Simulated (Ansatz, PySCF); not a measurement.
System: SO$_{2}$, charge 0, singlet. SO2 (sulfur dioxide, SMILES S(=O)=O).
B3LYP-D3(BJ)/def2-TZVP minimum from Ansatz (a program for electronic structure):
```xyz
3

S     -0.0171     0.0041     0.3653
O      0.0256     1.2345    -0.3789
O      0.0086    -1.2427    -0.3517
```
Charge 0, spin multiplicity 1.

Quantity: enthalpy of formation at 298 K (by atomisation, with ideal-gas terms from PySCF's Hessian at B3LYP-D3(BJ)/def2-TZVP and the atoms' measured values of the G2/97 table; no spin-orbit terms), in kcal/mol. Open shells are spin-unrestricted; no spin-orbit coupling. CBS(X,Y): correlation extrapolated as X^-3, Hartree-Fock from the larger set (Q,5: extrapolated as (X+1)exp(-9√X)). A bracket is a step between two methods taken in the basis named. Functionals run without relativity, which enters their misses. Double hybrids freeze cores in their MP2 part. '+ core + X2C': CCSD(T) terms for core correlation (cc-pwCVTZ, 1s frozen past Ne) and scalar relativity (cc-pVTZ-DK). The restricted determinant of O2S (O=S=O, singlet) is unstable towards broken spin symmetry in at least one set run.

Measured: -71.0 kcal/mol, -297.1 kJ/mol (G2/97 table in ASE (Curtiss et al.)); atomic spin-orbit terms, which the calculations lack, would raise the computed values.

Question: How far off this value is PBE/def2-TZVPD (Ansatz), in which direction, and how far these levels: r2SCAN/def2-TZVPD, B3LYP/def2-TZVPD, PBE0/def2-TZVPD, wB97M-V/def2-TZVPD, B2PLYP/def2-TZVPD, CCSD(T)/CBS(cc-pV(Q+d)Z,cc-pV(5+d)Z) + core + X2C?

Answer: PBE gives -91.5 kcal/mol, 20.5 kcal/mol below it. Errors of the others: r2SCAN/def2-TZVPD (Ansatz) -2.2; B3LYP/def2-TZVPD (Ansatz) 8.1; PBE0/def2-TZVPD (Ansatz) 6.5; wB97M-V/def2-TZVPD (Ansatz) 1.0; B2PLYP/def2-TZVPD (Ansatz) 4.5; CCSD(T)/CBS(cc-pV(Q+d)Z,cc-pV(5+d)Z) + core + X2C (Ansatz) -1.1; CCSD(T)/CBS(cc-pV(Q+d)Z,cc-pV(5+d)Z) + [CCSDT(Q) - CCSD(T)]/cc-pV(T+d)Z + core + X2C (Ansatz) -1.9 kcal/mol.
